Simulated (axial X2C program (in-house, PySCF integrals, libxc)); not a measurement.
# Potential curves of NaC, with spin–orbit coupling

All values were computed with an axial X2C code built on PySCF integrals. Two-component (2c) means X2C with spin–orbit coupling and atomic mean-field two-electron Coulomb and Gaunt terms. Basis: Na dyall-cv3z [9s8p5d2f], C dyall-v3z [7s6p2d1f] (cores contracted in-house); Gaussian nuclei, density fitting, unrestricted open shells. Masses: Na 22.990 u, C 12.000 u.

State: Ω = 3/2 (⟨Sz⟩ = 1.50, ⟨Lz⟩ = 0.00 at PBE). Energies in cm⁻¹ from the fragments at the same level (Na + C). Fits are polynomials in 1 − R0/R over 0.85 to 1.23 times the lowest point R0.

```csv
R (Å),PBE
1.9453,-14442
2.0348,-16049
2.1018,-16766
2.1689,-17166
2.2360,-17317
2.3143,-17253
2.3925,-16998
2.4931,-16477
2.6161,-15653
2.7950,-14291
```

One determinant describes the state; a PBE0 search over occupations chose it and may have missed a lower one. Dissociation energies refer to the lowest single-determinant-based atoms at the same level and basis. Density functionals use the spin component along the axis (collinear). The 2c atoms are single determinants rather than J levels; their spin–orbit lowering is only partly caught, and De is too large by that part. This holds for PBE. Without a current term, density functionals place determinants with orbital angular momentum somewhat too high. With several unpaired electrons one determinant need not be a pure state. This is the top spin component of a Σ state; components of lower Ω are not single determinants and can lie lower.

Q: What are Re, ωe and De at the PBE level?

A: At PBE, 2c: Re = 2.253 Å, ωe ≈ 412 cm⁻¹, De = 2.15 eV to Na + C; Be follows as 0.421 cm⁻¹.
